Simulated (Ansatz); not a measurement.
Cartesian coordinates in Å:
```
F -0.141 -0.618 -1.192
C 0.038 0.035 -0.057
F -0.399 1.273 -0.206
F 1.332 0.071 0.211
Cl -0.830 -0.762 1.245
```

Total charge 0; spin multiplicity 1.

(1) List the PBE0/def2-TZVPP orbital energies in eV (the Gaussian-basis code of Ansatz). (Best estimate.)

Answers

(1) Ansatz gave: Occupied: -2768.54, -675.82, -675.82, -675.82, -286.84, -260.38, -198.74, -198.49, -198.49, -37.94, -35.35, -35.35, -25.11, -20.25, -17.82, -17.82, -16.82, -14.23, -14.23, -13.26, -13.26, -12.54, -12.09, -10.05, -10.05. Lowest empty: 0.10, 3.03, 3.30, 3.30, 4.71, 6.41, 6.41, 6.50.
